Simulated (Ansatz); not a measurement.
An input meant for Mg3H4 (charge 0, singlet; atoms displaced at random, 0.08 Å in each coordinate).

```yaml
crystal:
  periodic: [false, false, false]
  atoms:
    - {symbol: Mg, position_ang: [0.831536, 1.009457, -0.102865]}
    - {symbol: Mg, position_ang: [-1.471367, 0.381561, 2.457370]}
    - {symbol: Mg, position_ang: [-0.412451, -1.226929, -0.403859]}
    - {symbol: H, position_ang: [1.730738, 2.528211, 0.182637]}
    - {symbol: H, position_ang: [-0.579068, 0.514235, -1.057746]}
    - {symbol: H, position_ang: [-1.241286, -2.512623, -0.700062]}
    - {symbol: H, position_ang: [1.163801, -0.538727, 0.262796]}
basis:
  gaussian: {orbitals: STO-3G}
magnetization: {spin_polarized: true, initial_magnetization: 0}
hamiltonian: {xc: {name: HF}, pseudopotentials: {relativity: none}}
correlation: {electrons: outside_noble_gas}
scf: {lower_state_search: off}
relax: {f_tol: 0.0001, max_steps: 3}
```

```sh
$ ansatz run in.yaml --threads 4 --pin off --events-out ev --progress --plain --max-ram 3916MiB
```

Question: Predict how Ansatz answers.

Answer: The program refused the input.
```
Error: invalid value for `correlation`: name a method or an active space
```
